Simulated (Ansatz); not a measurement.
FHSSi, SMILES `F[Si]S`, relaxed with RKS PBE-D4/def2-SVP in Ansatz from a rough embedded geometry. The force threshold is 0.03 eV/Å; the program also tests the step.

The species carries charge 0 and has multiplicity 1.

Start:

```xyz
4

F     0.431    1.096    1.173
Si    0.934   -0.340    0.716
S    -0.315   -0.892   -0.931
H    -1.050    0.136   -0.957
```

How much energy does the relaxation release, and in how many steps? (An estimate is asked.)

Ansatz gave: 6.13 kcal/mol, in 4 steps.

Which bonds change most? (Best estimate.)

Computed: S3–H4 from 1.265 to 1.366 Å; F1–Si2 from 1.589 to 1.658 Å; Si2–S3 from 2.139 to 2.187 Å.

Give the relaxed structure. (An estimate is asked.)

The calculation gave: 
```xyz
4

F     0.341    1.099    1.091
Si    0.988   -0.385    0.732
S    -0.305   -0.936   -0.943
H    -1.024    0.223   -0.880
```
